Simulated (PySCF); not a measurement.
BS(OH), singlet: computed properties

All numbers come from PySCF, PBE0, basis B def2-TZVP, S def2-TZVP, O def2-TZVP, H def2-TZVP (no relativity, density fitting).

The structure is a minimum.

```xyz
4
charge 0 multiplicity 1, angstrom
B     0.0085    0.0000    0.4818
S    -0.0236    0.0000   -1.1353
O     0.0873    0.0000    1.7930
H    -0.7295    0.0000    2.2985
```

* Point group: Cs
* Bond lengths: B–O 1.314 Å, B–S 1.617 Å, O–H 0.961 Å
* Bond angles: B–O–H 118.3°, O–B–S 177.7°
* Rotational symmetry number: 1
* Zero-point energy: 48.0 kJ/mol
* Highest occupied level: -7.69 eV
* Principal polarisabilities: 26.1, 27.0, 50.6 bohr³
* Dipole moment: 3.30 D
* Enthalpy at 298.15 K above 0 K: 11.92 kJ/mol
* Heat capacity Cp at 298.15 K: 50.8 J/(mol K)
* Rotational constants: 26.04, 0.1677, 0.1666 cm⁻¹
* Lowest empty level: -0.31 eV
* Entropy at 298.15 K and 1 bar: 254.6 J/(mol K)
* Atomisation energy without zero-point energy: 1636 kJ/mol
* Principal quadrupole moments (Buckingham, traceless) about the centre of mass: -4.77, -3.14, 7.92 D Å

Harmonic modes (masses in u: B 11.009, S 31.972, O 15.995, H 1.008):
```json
{"symmetry": "a'", "ω (cm⁻¹)": "382", "IR (km/mol)": "22.5", "μ (u)": "4.11"}
{"symmetry": "a''", "ω (cm⁻¹)": "423", "IR (km/mol)": "6.0", "μ (u)": "10.76"}
{"symmetry": "a'", "ω (cm⁻¹)": "767", "IR (km/mol)": "0.3", "μ (u)": "12.20"}
{"symmetry": "a'", "ω (cm⁻¹)": "882", "IR (km/mol)": "217", "μ (u)": "1.33"}
{"symmetry": "a'", "ω (cm⁻¹)": "1674", "IR (km/mol)": "534", "μ (u)": "10.11"}
{"symmetry": "a'", "ω (cm⁻¹)": "3892", "IR (km/mol)": "239", "μ (u)": "1.07"}
```

Charges (e):
```json
{"atom": "B1", "Mulliken": "0.19", "Löwdin": "-1.01", "polar tensor": "0.89", "Mayer order to B1": "–"}
{"atom": "S2", "Mulliken": "-0.19", "Löwdin": "0.53", "polar tensor": "-0.49", "Mayer order to B1": "2.36"}
{"atom": "O3", "Mulliken": "-0.37", "Löwdin": "0.24", "polar tensor": "-0.80", "Mayer order to B1": "1.42"}
{"atom": "H4", "Mulliken": "0.36", "Löwdin": "0.24", "polar tensor": "0.40", "Mayer order to B1": "0.03"}
```
Other Mayer orders above 0.3: O–H 0.84.

Mulliken populations on B1: s 2.78, p 1.80, d 0.20, f 0.03.

Other isomers or separated fragments may lie lower.

The final relaxation and frequency run took of the order of 70 core-seconds on a shared host.
